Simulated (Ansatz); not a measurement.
```yaml
crystal:
  periodic: [false, false, false]
  atoms:
    - {symbol: Ni, position_ang: [0.000000, 0.000000, 0.000000]}
    - {symbol: Ge, position_ang: [0.000000, 0.000000, 2.440000]}
basis:
  gaussian: {orbitals: def2-TZVP}
magnetization: {spin_polarized: true, initial_magnetization: 2}
hamiltonian: {xc: pbe0}
relax: {f_tol: 0.004, max_steps: 80}
```

```sh
$ ansatz run in.yaml --threads 1 --pin off --events-out ev --progress --plain --max-ram 2176MiB
```

Steps of the relaxation (energy above the last step; positions in Å, forces in eV/Å):

```
2
step 1, 89.7 meV
Ni    0.000    0.000    0.000    0.000    0.000    0.992
Ge    0.000    0.000    2.440    0.000    0.000   -0.992
```

```
2
step 2, 4.6 meV
Ni    0.000    0.000    0.064    0.000    0.000    0.268
Ge    0.000    0.000    2.376    0.000    0.000   -0.268
```

```
2
step 3, 0.1 meV
Ni    0.000    0.000    0.083    0.000    0.000   -0.038
Ge    0.000    0.000    2.357    0.000    0.000    0.038
```

```
2
step 4, 0.0 meV
Ni    0.000    0.000    0.081    0.000    0.000    0.000
Ge    0.000    0.000    2.359    0.000    0.000    0.000
```

Close pairs at the end: Ni1–Ge2 2.279 Å.

A stationary point of unrestricted PBE0 after 4 steps, with ⟨S²⟩ = 2.016 against 2.00 for a pure state. 46 s on 1 thread of Arm Neoverse V2, shared host.
